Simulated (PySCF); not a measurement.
# SF under other conditions

How does SF answer to another spin, charge, distance or environment?

Program: PySCF 2.14.0. Level of theory: each script names its method and basis. These are calculated values, not measurements.

1 further run of the same task is left out (it didn't finish).

### Step 1. Where the work starts

SF: 2 atoms, charge 0, spin multiplicity 2.

Bond lengths: S1–F2 1.600 Å.

### Step 2. The base run

File input.py:

```python
from pyscf import gto, scf, cc

mol = gto.M(
    atom='S 0 0 0; F 0 0 1.6',
    basis='jorge-dzp',
    charge=0,
    spin=1,
    verbose=4,
)
mf = scf.UHF(mol)
mf.kernel()
mycc = cc.CCSD(mf, frozen=6)
mycc.kernel()
mf.dip_moment()
print('orbital energies (hartree):', [e[max(0, n-3):n+3].round(4) for e, n in zip(mf.mo_energy, mol.nelec)])
```

Command:

```console
$ OMP_NUM_THREADS=1 python input.py
```

Its log is not repeated here.

Base result: E(SCF) = -496.928230 Eh, 12 cycles, E(CCSD) − E(SCF) = -0.30648 Eh, ⟨S²⟩ = 0.761, μ = 1.53 D (of the SCF density).

The bond length is a typed value, not an optimised one.

### Step 3. Sextet

Variant 1 changes spin (2S): 1 → 5.

File input.py:

```python
from pyscf import gto, scf, cc

mol = gto.M(
    atom='S 0 0 0; F 0 0 1.6',
    basis='jorge-dzp',
    charge=0,
    spin=5,
    verbose=4,
)
mf = scf.UHF(mol)
mf.kernel()
mycc = cc.CCSD(mf, frozen=6)
mycc.kernel()
mf.dip_moment()
print('orbital energies (hartree):', [e[max(0, n-3):n+3].round(4) for e, n in zip(mf.mo_energy, mol.nelec)])
```

Command:

```console
$ OMP_NUM_THREADS=1 python input.py
```

### Step 4. Electric field 0.05 a.u.

Variant 2 changes electric field: none → 0.05 a.u.

Edit input.py of step 2 so:

```diff
@@ -10,2 +10,7 @@
 mf = scf.UHF(mol)
+field = 0.05  # electric field along z, atomic units
+h = mf.get_hcore() + field*mol.intor('int1e_r')[2]
+mf.get_hcore = lambda *args: h
+e_nuc = mol.energy_nuc() - field*mol.atom_charges() @ mol.atom_coords()[:, 2]
+mf.energy_nuc = lambda *args: e_nuc
 mf.kernel()
```

### Step 5. Bond 2.4 Å

Variant 3 changes bond length: 1.6 Å → 2.4 Å.

Edit input.py of step 2 so:

```diff
@@ -3,3 +3,3 @@
 mol = gto.M(
-    atom='S 0 0 0; F 0 0 1.6',
+    atom='S 0 0 0; F 0 0 2.4',
     basis='jorge-dzp',
```

### Step 6. Bond 1.28 Å

Variant 4 changes bond length: 1.6 Å → 1.28 Å.

Edit input.py of step 2 so:

```diff
@@ -3,3 +3,3 @@
 mol = gto.M(
-    atom='S 0 0 0; F 0 0 1.6',
+    atom='S 0 0 0; F 0 0 1.28',
     basis='jorge-dzp',
```

### Step 7. Electric field 0.005 a.u.

Variant 5 changes electric field: none → 0.005 a.u.

Edit input.py of step 2 so:

```diff
@@ -10,2 +10,7 @@
 mf = scf.UHF(mol)
+field = 0.005  # electric field along z, atomic units
+h = mf.get_hcore() + field*mol.intor('int1e_r')[2]
+mf.get_hcore = lambda *args: h
+e_nuc = mol.energy_nuc() - field*mol.atom_charges() @ mol.atom_coords()[:, 2]
+mf.energy_nuc = lambda *args: e_nuc
 mf.kernel()
```

Q: Predict the outcome of this session. Wanted: for each run, E(SCF); from base; gap, α spin; SCF dipole; after the SCF.

The runs gave:

| run | E(SCF) (hartree) | from base (eV) | cycles | gap, α spin (eV) | SCF dipole (D) | after the SCF |
| --- | --- | --- | --- | --- | --- | --- |
| base | -496.928230 | 0 | 12 | 14.05 | 1.53 | CCSD correlation -8.340 eV, core frozen |
| sextet | -496.136801 | +21.5359 | 15 | 7.92 | 1.41 | CCSD correlation -7.439 eV, core frozen |
| electric field 0.05 a.u. | -496.919802 | +0.2294 | 13 | 13.99 | 0.71 | CCSD correlation -8.561 eV, core frozen |
| bond 2.4 Å | -496.803114 | +3.4046 | 14 | 10.45 | 4.95 | CCSD correlation -9.423 eV, core frozen |
| bond 1.28 Å | -496.791658 | +3.7163 | 10 | 14.88 | 0.57 | CCSD correlation -7.920 eV, core frozen |
| electric field 0.005 a.u. | -496.925426 | +0.0763 | 12 | 14.04 | 1.32 | CCSD correlation -8.359 eV, core frozen |

What this shows: Of the runs whose energies can be compared, “sextet” moves the SCF energy most (+21.536 eV). The sextet solution found lies 21.54 eV above the base doublet at this geometry and level. With bond 2.4 Å the frontier gap moves by over 1.5 eV, which can mean another electronic state rather than the bond length alone.
